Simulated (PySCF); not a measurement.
An EPR job, as run on `[H]/N=[C]\CCCN` [radical].

Method: PySCF, UKS B3LYP, pcH-1 on C H N, non-relativistic, mean-field spin-orbit, GIAO.

Input of the driver that calls PySCF (job settings, then Cartesian coordinates in Å):

```
{"job": {"kind": "epr", "basis": "pcH-1"}, "charge": 0, "multiplicity": 2}
N      3.2981    -0.0052    -0.9795
C      2.0941     0.1561    -0.9002
C      0.9424    -0.1252    -0.0322
C     -0.1765     0.9097    -0.1748
C     -1.4158     0.4920     0.6141
N     -1.9326    -0.7668     0.0983
H      3.9204    -0.4700    -0.3102
H      0.5445    -1.1014    -0.3240
H      1.2583    -0.1850     1.0194
H      0.1692     1.8813     0.1824
H     -0.4367     1.0105    -1.2306
H     -1.1454     0.3300     1.6621
H     -2.1553     1.3106     0.5811
H     -2.7368    -1.0685     0.6370
H     -2.2322    -0.6498    -0.8649
```

The self-consistent field part of the output:

```
UKS, coarse grid
  cycle   1  E = -267.21911119  |g| = 3.70e-01
  cycle   2  E = -267.16394485  |g| = 5.28e-01
  cycle   3  E = -267.27818099  |g| = 1.13e-01
  cycle   4  E = -267.28304491  |g| = 5.11e-02
  cycle   5  E = -267.28420479  |g| = 1.15e-02
  cycle   6  E = -267.28426284  |g| = 3.72e-03
  cycle   7  E = -267.28427248  |g| = 1.16e-03
  cycle   8  E = -267.28427413  |g| = 7.17e-04
UKS, final grid
  cycle   1  E = -267.28430643  |g| = 8.51e-04
  cycle   2  E = -267.28430627  |g| = 1.17e-03
  cycle   3  E = -267.28430689  |g| = 2.01e-04
  cycle   4  E = -267.28430692  |g| = 1.45e-04
  cycle   5  E = -267.28430696  |g| = 5.59e-05
  cycle   6  E = -267.28430696  |g| = 8.00e-06
E = -267.28430696 Eh   <S^2> = 0.7539 (exact 0.7500)
```

Question: What follows in the output?

Answer: 
```
g shifts (ppm)      1          2          3
  rmc          -175       -175       -175
  gc             15         35        -41
  oz_so       -2698          2        863
  total       -2858       -138        647
hyperfine (MHz)  atom isotope    a_iso     a_fc   dipolar eigenvalues
    0   14N     129.90     129.90     -9.44     -5.33     14.77
    1   13C     381.87     381.87    -56.39    -49.76    106.16
    2   13C      95.26      95.26     -9.77     -8.20     17.97
    3   13C      21.30      21.30     -1.61     -1.42      3.03
    4   13C      -0.94      -0.94     -0.46     -0.08      0.54
    5   14N       0.20       0.20     -0.10     -0.04      0.13
    6    1H     240.39     240.39     -8.19     -3.62     11.80
    7    1H      -2.95      -2.95     -7.02     -4.11     11.13
    8    1H      58.65      58.65     -6.64     -1.95      8.60
    9    1H      -0.67      -0.67     -3.22     -2.53      5.75
   10    1H      -1.21      -1.21     -4.56     -2.71      7.27
   11    1H       0.83       0.83     -1.31     -0.75      2.06
   12    1H      -0.68      -0.68     -0.81     -0.63      1.44
   13    1H       0.19       0.19     -0.57     -0.51      1.07
   14    1H      -0.04      -0.04     -0.90     -0.72      1.63
```

Atoms in this output count from 0. The g shifts stand along the tensor's principal axes 1 to 3: rmc is the relativistic mass correction, gc the gauge correction, oz_so the orbital-Zeeman/spin–orbit term. a_fc is the Fermi-contact part of a_iso, which also holds a spin–orbit part where one was computed. The run used 240 basis functions and 14 SCF iterations in all.

On one thread of an Arm Neoverse V2, no GPU, on a shared host, this took 41 s of wall time (grids of density and orbitals included) and 0.86 GiB of memory at its peak.

Question: Where does the spin sit (Mulliken spin populations, atoms from 0)?

Answer: 1 C +0.69, 6 H +0.12, 0 N +0.12, 8 H +0.05, 10 H +0.01. Over all atoms they add up to 1.

One conformer (not necessarily the lowest) at the GFN2-xTB geometry, without solvent, vibrations or thermal averaging.
Labels such as C1 count atoms from 1, the log's own numbers from 0.
